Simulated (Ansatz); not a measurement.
A calculation with Ansatz (development build ahead of 0.2.0).

```yaml
crystal:
  periodic: [false, false, false]
  atoms:
    - { symbol: C, position_ang: [-0.04375, -0.39561, -0.30639] }
    - { symbol: C, position_ang: [0.07264, -0.48746, 1.17705] }
    - { symbol: O, position_ang: [-0.07937, 0.93612, -0.73966] }
    - { symbol: H, position_ang: [-0.88703, -1.03613, -0.78574] }
    - { symbol: H, position_ang: [0.91837, -0.88038, -0.78665] }
    - { symbol: H, position_ang: [-0.03565, -1.47193, 1.52823] }
    - { symbol: H, position_ang: [0.90163, 0.07712, 1.57942] }
    - { symbol: H, position_ang: [-0.89748, 0.05963, 1.49889] }
    - { symbol: H, position_ang: [-0.05763, 0.99353, -1.75517] }
basis:
  gaussian: { orbitals: def2-SVP }
hamiltonian:
  xc: hf
correlation:
  method: mp2
  frozen_orbitals: { C: 1, H: 0, O: 1 }
```

The input is written out in the form of the current development build from the run's settings.

The run gave:

| Item | Value |
| --- | --- |
| Converged | yes |
| Reference energy | -153.94444 hartree |
| Correlation energy | -0.48362 hartree |
| Total energy | -154.42805 hartree |
| Spin squared of the determinant | 0.000 |
